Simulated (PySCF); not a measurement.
Compound: C₂H₃N₂ (doublet state).
Geometry (GFN2-xTB, Å), atoms numbered from 1 in this order:
```
atom  x, y, z in Å
N1    -1.8864   -0.4796    0.8756
C2    -1.0697   -0.1886    0.0160
C3     0.3916    0.0289    0.2227
N4     1.1007    0.3241   -0.7624
H5    -1.3392   -0.0520   -1.0396
H6     0.7135   -0.0961    1.2603
H7     2.0929    0.4681   -0.5998
```

The hyperfine couplings belong to this conformer and change with its torsions.

Identity: `[H]/N=C/C=[N]` [radical].

Computed with UKS B3LYP, pcH-1 on C H N, non-relativistic, mean-field spin-orbit, GIAO (PySCF). Geometry: GFN2-xTB, one conformer, isolated molecule. Couplings are sensitive to structure, and on GFN2-xTB geometries they can be far from those on DFT ones.

**Question.** The isotropic 14N couplings are +22.1, +2.6 MHz. Assign them to N1; N4.

**Answer.** 
```csv
site,a_iso (MHz),ρ(0) (bohr⁻³),position,distance from N1 (Å),spin population,largest |T| (MHz)
N1,+22.1,+0.0683,largest spin population,0.00,+0.96,82.3
N4,+2.6,+0.0081,3 bonds from N1,3.50,-0.03,3.6
```

**Question.** The isotropic 13C couplings are +140.0, -67.6 MHz. Assign them to C2; C3.

**Answer.** 
```tsv
site	a_iso (MHz)	ρ(0) (bohr⁻³)	position	distance from N1 (Å)	spin population	largest |T| (MHz)
C2	-67.6	-0.0601	1 bond from N1	1.22	-0.17	17.6
C3	+140.0	+0.1245	2 bonds from N1	2.42	+0.11	16.6
```

**Question.** The isotropic 1H couplings are +265.2, +16.0, +1.0 MHz. Assign them to H5; H6; H7.

**Answer.** 
```
site  a_iso (MHz)  ρ(0) (bohr⁻³)                                         position  distance from N1 (Å)  bound to  spin population there  largest |T| (MHz)
  H5       +265.2        +0.0593  2 bonds from N1, on C2 of spin population -0.17                  2.04        C2                  -0.17                9.0
  H6         +1.0        +0.0002  3 bonds from N1, on C3 of spin population +0.11                  2.66        C3                  +0.11                8.4
  H7        +16.0        +0.0036                                  4 bonds from N1                  4.35        N4                  -0.03                2.4
```

ρ(0) is the spin density at the nucleus and T the dipolar tensor. The largest Mulliken spin populations are on N1 (+0.96), C2 (-0.17), H5 (+0.13) and C3 (+0.11). N1 is the only atom above +0.15.
